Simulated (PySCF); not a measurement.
Bonds broken one at a time in the series Ga CH3-SiH3. All species are isolated molecules in the gas phase. Strings in code marks are SMILES.

These are r2SCAN-D4/def2-TZVP in PySCF values and carry that method's errors. 

| species | dipole moment (D) |
|---|---|
| radical fragment (`[CH3]`) | 0.00 |
| radical fragment (`[CH3][Ga][CH3]`) | 0.53 |
| radical fragment (`[CH3][Ga][SiH3]`) | 1.07 |
| whole molecule (`[SiH3][Ga]([SiH3])[SiH3]`) | ? |

Q: Fill in the missing entries.

A: 
- whole molecule (`[SiH3][Ga]([SiH3])[SiH3]`), dipole moment (D): 0.07
